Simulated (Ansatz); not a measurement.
# How basis sets differ on BH2 (boron dihydride)

The species is BH2 (3 atoms), meant as a doublet with charge 0. As SMILES, `[BH2]`. Geometry: relaxed at PBE0-D4/def2-TZVP. The run starts from this shape.

```xyz
3

B     0.2651   -0.1677    0.1297
H     0.2921    1.0149    0.2708
H    -0.5572   -0.8473   -0.4006
```

Quantity: the adiabatic ionisation energy (to the singlet cation, no zero-point term), in eV. The values are calculated.

```csv
level,kind,program,value (eV)
UHF/STO-3G,Hartree–Fock,Ansatz,6.42
UHF/3-21G,Hartree–Fock,Ansatz,7.72
UHF/6-31G* (Cartesian functions),Hartree–Fock,Ansatz,7.59
UHF/cc-pVTZ,Hartree–Fock,Ansatz,7.66
```

The values span 6.42 to 7.72 eV.
